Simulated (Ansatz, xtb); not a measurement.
## CH3OS+: 7 structures ranked

7 gas-phase structures of CH3OS+, found in a search over its isomers (lower ones may exist). Each was relaxed with GFN2-xTB; where two conformers were screened, the lower at r2SCAN-D4/def2-SVP is listed:

A. `[CH2+]OS`, a singlet
B. `[H]/[S+]=C\O`, a singlet
C. `C=[S+]O`, a singlet
D. a singlet given by its coordinates
E. `C1O[SH+]1`, a singlet
F. `C[S+]=O`, a singlet
G. `[H]/[S+]=C/O`, a singlet

D (Å):

```yaml
atoms:
  - { symbol: C, position_ang: [-0.1200, -1.9218, -0.1076] }
  - { symbol: O, position_ang: [0.1238, -1.2334, 0.7810] }
  - { symbol: S, position_ang: [1.3018, -2.2340, -1.4927] }
  - { symbol: H, position_ang: [-1.0026, -2.4737, -0.4285] }
  - { symbol: H, position_ang: [1.6743, -3.4289, -0.9840] }
  - { symbol: H, position_ang: [2.2781, -1.5549, -0.8521] }
```

Close contacts (Å): C1–O2 1.15, C1–S3 2.01, C1–H4 1.09, S3–H5 1.35, S3–H6 1.35.

Q: Estimate their order in r2SCAN-D4/def2-SVP energy at these geometries, lowest first.

A: Calculated order at r2SCAN-D4/def2-SVP: B (0.000), G (0.061), D (0.879), C (1.378), A (2.021), E (2.476), F (2.538) eV.

Energies above the lowest of each column, in eV; the last columns are at PBE0-D3(BJ)/pcseg-1 geometries and were run for some of them only (a dash: not run or not comparable):

```json
{"structure": "B", "GFN2-xTB": "0.000", "HF/STO-3G": "0.000", "r2SCAN-D4/def2-SVP": "0.000", "PBE0-D3(BJ)/pcseg-1": "0.000", "CCSD(T)/def2-TZVPP": "0.000"}
{"structure": "G", "GFN2-xTB": "0.124", "HF/STO-3G": "0.094", "r2SCAN-D4/def2-SVP": "0.061", "PBE0-D3(BJ)/pcseg-1": "0.048", "CCSD(T)/def2-TZVPP": "0.033"}
{"structure": "D", "GFN2-xTB": "0.920", "HF/STO-3G": "1.109", "r2SCAN-D4/def2-SVP": "0.879", "PBE0-D3(BJ)/pcseg-1": "0.826", "CCSD(T)/def2-TZVPP": "0.827"}
{"structure": "C", "GFN2-xTB": "0.406", "HF/STO-3G": "1.951", "r2SCAN-D4/def2-SVP": "1.378", "PBE0-D3(BJ)/pcseg-1": "–", "CCSD(T)/def2-TZVPP": "–"}
{"structure": "A", "GFN2-xTB": "1.016", "HF/STO-3G": "1.301", "r2SCAN-D4/def2-SVP": "2.021", "PBE0-D3(BJ)/pcseg-1": "–", "CCSD(T)/def2-TZVPP": "–"}
{"structure": "E", "GFN2-xTB": "0.994", "HF/STO-3G": "2.089", "r2SCAN-D4/def2-SVP": "2.476", "PBE0-D3(BJ)/pcseg-1": "–", "CCSD(T)/def2-TZVPP": "–"}
{"structure": "F", "GFN2-xTB": "0.616", "HF/STO-3G": "3.064", "r2SCAN-D4/def2-SVP": "2.538", "PBE0-D3(BJ)/pcseg-1": "–", "CCSD(T)/def2-TZVPP": "–"}
```

Every level run on B puts it lowest or level with the lowest. Some further structures that were screened fall inside this span and aren't listed. Flexible structures stand in one conformer each, not always the lowest. Frequencies (PBE0-D3(BJ)/pcseg-1) were run for B, D, G alone.

Over these structures GFN2-xTB departs from r2SCAN-D4/def2-SVP by 0.676 eV on average once a common shift is removed. A GFN2-xTB relaxation took about 0.046 s and the r2SCAN-D4/def2-SVP energy about 1.4 s on a shared host (Ansatz 0.2.0, xtb 6.7.1).
